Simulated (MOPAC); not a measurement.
MOPAC input (PM3):

```
PM3 FORCE THERMO(298,298) PRECISE LET GEO-OK AUX(PRECISION=9) THREADS=1
BF3

B     0.00000945 1    0.00000291 1    0.00000016 1
F     0.01675056 1    1.31131499 1    0.03148557 1
F     1.12752857 1   -0.67042381 1   -0.00498660 1
F    -1.14428628 1   -0.64089337 1   -0.02649909 1
```

From the output:

```
     F    4   8.813185   0.806655   0.806697   9.857565

          HEAT OF FORMATION =    -276.521834 KCALS/MOLE

          ZERO POINT ENERGY       8.236 KCAL/MOL

           NORMAL COORDINATE ANALYSIS (Total motion = 1 Angstrom)

   Root No.       1         2         3         4         5         6

                 1 E'      1 E'      1 A2"     1 A1'     2 E'      2 E'

                 373.0     373.0     586.6     995.6    1716.5    1716.5

           1   -0.0545   -0.2013   -0.0000   -0.0000    0.5730    0.0681
           2   -0.2013    0.0545   -0.0000   -0.0000   -0.0660    0.5918
           3   -0.0000   -0.0000    0.6374    0.0000    0.0000    0.0000
           4   -0.0582   -0.2150    0.0000    0.3333   -0.2115   -0.0251
           5    0.2914   -0.0789    0.0000    0.0000    0.0007   -0.0061
           6    0.0000   -0.0000   -0.1209    0.0000    0.0000   -0.0000
           7    0.2639    0.1054    0.0000   -0.1667   -0.0675    0.0852
           8   -0.0290    0.2432    0.0000    0.2887    0.1075   -0.1548
           9    0.0000    0.0000   -0.1209    0.0000   -0.0000   -0.0000
          10   -0.1747    0.2242    0.0000   -0.1667   -0.0470   -0.0988
          11   -0.1478   -0.1953    0.0000   -0.2887   -0.0706   -0.1759
          12   -0.0000   -0.0000   -0.1209   -0.0000   -0.0000   -0.0000

           MASS-WEIGHTED COORDINATE ANALYSIS (NORMAL COORDINATES)

   Root No.       1         2         3         4         5         6

                 1 E'      1 E'      1 A2"     1 A1'     2 E'      2 E'

                 373.0     373.0     586.6     995.6    1716.5    1716.5

           1   -0.0954   -0.3096   -0.0000   -0.0000    0.8466    0.1375
           2   -0.3096    0.0954   -0.0000   -0.0000   -0.1375    0.8466
           3   -0.0000   -0.0000    0.9168    0.0000    0.0000    0.0000
           4   -0.1351   -0.4383    0.0000    0.5774   -0.4142   -0.0673
           5    0.5940   -0.1831    0.0000    0.0000    0.0019   -0.0115
           6    0.0000   -0.0000   -0.2305    0.0000    0.0000   -0.0000
           7    0.5505    0.1981    0.0000   -0.2887   -0.1405    0.1562
           8   -0.0424    0.5025    0.0000    0.5000    0.2253   -0.2852
           9    0.0000    0.0000   -0.2305    0.0000   -0.0000   -0.0000
          10   -0.3434    0.4737    0.0000   -0.2887   -0.0838   -0.1926
          11   -0.3180   -0.3914    0.0000   -0.5000   -0.1235   -0.3419
          12   -0.0000   -0.0000   -0.2305   -0.0000   -0.0000   -0.0000

          DESCRIPTION OF VIBRATIONS

 VIBRATION          2    1E'         ATOM PAIR     ENERGY CONTRIBUTION    RADIAL
 FREQUENCY           372.98         B 1 -- F 4         +46.7% (138.0%)      0.1%
 TRANSITION DIPOLE   0.9271         B 1 -- F 3         +32.2% (114.6%)      2.3%
 TRAVEL (Ang.)       0.1828         B 1 -- F 2         +21.1% ( 92.6%)     17.6%
 REDUCED MASS        5.4129
 EFFECTIVE MASS     19.9063
 FORCE CONSTANT      0.4437

 VIBRATION          3    1A2"        ATOM PAIR     ENERGY CONTRIBUTION    RADIAL
 FREQUENCY           586.63         B 1 -- F 3         +33.3% ( 89.4%)      0.0%
 TRANSITION DIPOLE   1.6480         B 1 -- F 2         +33.3% ( 89.4%)      0.0%
 TRAVEL (Ang.)       0.1214         B 1 -- F 4         +33.3% ( 89.4%)      0.0%
 REDUCED MASS        7.7989
 EFFECTIVE MASS     11.9618
 FORCE CONSTANT      1.5813

 VIBRATION          4    1A1'        ATOM PAIR     ENERGY CONTRIBUTION    RADIAL
 FREQUENCY           995.61         B 1 -- F 2         +33.3% ( 54.4%)    100.0%
 TRANSITION DIPOLE   0.0000         B 1 -- F 3         +33.3% ( 54.4%)    100.0%
 TRAVEL (Ang.)       0.1034         B 1 -- F 4         +33.3% ( 54.4%)    100.0%
 REDUCED MASS        6.3328
 EFFECTIVE MASS     18.9984
 FORCE CONSTANT      3.6985

 VIBRATION          6    2E'         ATOM PAIR     ENERGY CONTRIBUTION    RADIAL
 FREQUENCY          1716.45         B 1 -- F 4         +38.8% ( 90.2%)     93.8%
 TRANSITION DIPOLE   4.8334         B 1 -- F 3         +34.8% ( 85.4%)     76.4%
 TRAVEL (Ang.)       0.0777         B 1 -- F 2         +26.4% ( 74.4%)      5.4%
 REDUCED MASS        6.5129
 EFFECTIVE MASS     12.7560
 FORCE CONSTANT     11.3055

      SYMMETRY NUMBER FOR POINT-GROUP D3h =  6

          SYSTEM IS A GROUND STATE

 BF3

          MOLECULE IS NOT LINEAR

          THERE ARE  6 GENUINE VIBRATIONS IN THIS SYSTEM
          THIS THERMODYNAMICS CALCULATION IS LIMITED TO
          MOLECULES WHICH HAVE NO INTERNAL ROTATIONS

                    CALCULATED THERMODYNAMIC PROPERTIES
                                          *
   TEMP. (K)   PARTITION FUNCTION   H.O.F.    ENTHALPY  HEAT CAPACITY ENTROPY
                                   KCAL/MOL   CAL/MOLE    CAL/K/MOL  CAL/K/MOL

 298.00  VIB.     0.1538D+01                   552.8258     4.5643     2.7105
         ROT.     0.6179D+04                   888.2803     2.9808    20.3268
         INT.     0.9502D+04                  1441.1061     7.5451    23.0373
         TRA.     0.5398D+27                  1480.4672     4.9680    38.5576
         TOT.                     -276.522    2921.5733    12.5131    61.5950

   *: NOTE: HEATS OF FORMATION ARE RELATIVE TO THE
            ELEMENTS IN THEIR STANDARD STATE AT 298K
              (=  Standard Enthalpy of Formation).

            Hvib:  Zero-point energy is not included.
                   frequencies of less than zero cm-1 are not included.
            Hrot = (3/2)RT
            Htra = (3/2)RT + pV = (5/2)RT

            Heat capacity is Cp, not Cv

          For more information, see: HTTP://OpenMOPAC.net/Manual/thermochemistry.html

           FORCE CONSTANT IN CARTESIAN COORDINATES (Millidynes/A)

    ATOM   CHEMICAL       X               Y               Z
   NUMBER   SYMBOL  FORCE CONSTANT  FORCE CONSTANT  FORCE CONSTANT

      1       B       13.896524       13.896524        1.842356
      2       F        9.834245        0.607167        0.204410
      3       F        2.913982        7.527430        0.204410
      4       F        2.913891        7.527521        0.204410

 **********************
 *                    *
 * JOB ENDED NORMALLY *
 *                    *
 **********************

 == MOPAC DONE ==
```
